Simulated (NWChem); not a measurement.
System: CH5N cation, doublet; SMILES of the neutral closed-shell parent CN

Input file for NWChem:

```
start job
memory heap 200 mb stack 900 mb global 1100 mb
charge 1
geometry units angstroms noautoz
  C      0.022104     0.701182    -0.000330
  N      0.000444    -0.701264    -0.000058
  H     -0.584848     1.094138    -0.865562
  H      1.046223     1.111861    -0.003216
  H     -0.578552     1.093973     0.869662
  H     -0.891348    -1.227846     0.000138
  H      0.866456    -1.268495     0.000205
end
basis spherical
  * library def2-svp
end
dft
  odft
  mult 2
  xc becke97-d
  disp vdw 2
  iterations 150
  mulliken
end
task dft energy
```

All runs use the structure optimised with PBE-D3(BJ)/def2-SVP, spin-unrestricted. The spin multiplicity was typed, not searched, and may not be the lowest. No stability test was run on the SCF state.

Question: Give the results of this calculation. (B97-D/def2-SVP, spin-unrestricted.) Quantities: energy (Ha); highest occupied level (eV); lowest empty minus highest occupied level, either spin (eV); <S²>.

Answer: The energy (Ha) comes out as -95.40, the highest occupied level (eV) is -14.42 and the lowest empty minus highest occupied level, either spin (eV) comes out as 2.07. The <S²> is 0.754.
